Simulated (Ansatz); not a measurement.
Relaxation of BH4N (6 atoms, charge 0, multiplicity 1), to a largest force component of 0.02 eV/Å in at most 40 steps.

Level of theory: RKS PBE0-D4/def2-SVP (Ansatz).

```xyz
6
Properties=species:S:1:pos:R:3:forces:R:3
B 0.000 0.000 0.000 0.00 0.00 4.65
N 0.000 0.000 1.550 0.00 0.00 -3.19
H -0.877 -0.271 2.080 1.77 0.87 -0.72
H 0.877 0.271 2.080 -1.77 -0.87 -0.72
H 1.030 0.000 -0.595 0.51 0.27 -0.01
H -1.030 0.000 -0.595 -0.51 -0.27 -0.01
```

Q: Where does it end, and by what steps?

A: It converged. After 6 steps the energy has fallen by 0.670 eV; H3 moved furthest, 0.18 Å.

```
step  energy less start (eV)  largest force component (eV/Å)  accepted
   0                  0.0000                           4.653       yes
   1                 -0.5696                           1.865       yes
   2                 -0.6455                           0.912       yes
   3                 -0.6643                           0.386       yes
   4                 -0.6659                           0.232       yes
   5                 -0.6703                           0.067       yes
   6                 -0.6704                           0.005       yes
```

```xyz
6
Properties=species:S:1:pos:R:3
B 0.000 0.000 0.071
N 0.000 0.000 1.458
H -0.839 -0.109 2.013
H 0.839 0.109 2.013
H 1.048 0.136 -0.518
H -1.048 -0.136 -0.518
```

The run took 5.3 s on 1 thread of Arm Neoverse V2 (shared host), peak memory 0.1 GiB.
